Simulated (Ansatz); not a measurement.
Species: AlCl3, SMILES `[Cl][Al]([Cl])[Cl]` (charge 0, multiplicity 1).

**Question.** Give a relaxed geometry from Ansatz (a program for electronic structure) with B3LYP-D3(BJ)/def2-TZVP.

**Answer.** the end point of this relaxation (outside a Z-matrix the atoms follow the SMILES, hydrogens last).
Bonded distances (Å): Cl1–Al2 2.076, Al2–Cl3 2.076, Al2–Cl4 2.076. Angles (°): Cl1–Al2–Cl3 120.0, Cl1–Al2–Cl4 120.0, Cl3–Al2–Cl4 120.0.
